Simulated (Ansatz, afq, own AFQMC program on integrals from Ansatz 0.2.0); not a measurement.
GeH$_{4}$O, triplet in cc-pVTZ, levels against AFQMC with the constraint released

| atom | x (Å) | y (Å) | z (Å) |
| --- | --- | --- | --- |
| Ge | -0.5027 | 0.0000 | 0.0000 |
| H | -1.0142 | 1.4466 | 0.0000 |
| H | -1.0142 | -0.7233 | 1.2528 |
| H | -1.0142 | -0.7233 | -1.2528 |
| H | 1.1403 | 0.0000 | 0.0000 |
| O | 2.4023 | 0.0000 | 0.0000 |

Connectivity, by distances: GeH4 ··· O.

Basis cc-pVTZ. Only valence electrons are correlated. Ansatz 0.2.0 and our own AFQMC program on the same integrals; the CISD trial comes from CCSD amplitudes, and released means the phaseless constraint is let go. Error bars are statistical, one sigma. No spin–orbit coupling.

Determinant: UHF, the one that the program's search chose, which needn't be the lowest solution. The geometry is a point of a scan.

No full CI on the walks' own integrals is used here. The released AFQMC energy serves as the reference, which it does only where one determinant dominates, the energy is flat over the last release times and near the phaseless one (40 meV or 2 meV an electron, half that with transition metals). On small molecules, where full CI could be run and the noise was under 10 meV, such values lay within 10 meV of it in 19 cases of 20, a flattering rate, since the rule was set on those same cases; what remains of the bias isn't in the error bar.

Cautions: no relativity below Rb; no spin-orbit coupling; inner d shell frozen; lower spins were not checked; the released value is read at 2.40 1/Eh with a noise of 13 meV, more than in the cases checked (meV from the phaseless value at times in 1/Eh: -4 ± 3 at 0.24, -10 ± 3 at 0.51, -15 ± 3 at 0.99, -24 ± 4 at 1.62, -18 ± 13 at 2.40).

```
T1 diagnostic                               : 0.0225
weight of the determinant in the CISD state : 0.864
⟨S²⟩ of the determinant                     : 2.045
size of the correlated space                : 14 electrons in 114 orbitals
```

```
  level  correlation energy (eV)
    MP2                  -8.4784
   CCSD                  -9.6965
CCSD(T)                  -9.9661
```

Task: Estimate where phaseless AFQMC with a CISD trial lies against CCSD(T) on the same integrals.

Result: 2.6 ± 0.7 kJ/mol below CCSD(T).

Reference: AFQMC with the constraint released, correlation energy -10.011 ± 0.013 eV.

```
        level  E − E(reference) (kJ/mol)  share of correlation (%)
      CCSD(T)                  4.3 ± 1.2                     99.55
ph-AFQMC/CISD                  1.7 ± 1.4                     99.82
```

A walk keeps the symmetry of its determinant, which the program's search chose and which needn't be the lowest solution, so a lower state of the same spin and another symmetry isn't excluded. Released energies are given only where the last usable release times agree within the noise; a slower fall can still hide under it.
